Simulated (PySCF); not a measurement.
phosphine cation (H₃P), SMILES P (connectivity only; charge and spin as stated), charge +1, multiplicity 2.

Geometry: PBE-D3(BJ)/def2-TZVPD. The spin state was assumed, not searched.

Computed with PBE/def2-TZVPD run with PySCF.

Question: Estimate the frontier levels, dipole moment and polarisability. (Estimate from the structure and the level; the computed values follow.)

Answer: 
* **α spin, highest occupied and lowest empty level**: -14.71 and -7.67 eV
* **β spin, highest occupied and lowest empty level**: -17.97 and -12.53 eV
* **dipole moment about the centre of nuclear charge**: 0.38 D
* **mean static polarisability**: 20.3 bohr³ (3.01 Å³)
* **polarisability, principal values**: 17.6, 21.7, 21.7 bohr³
* **⟨S²⟩**: 0.754 (pure state 0.75)
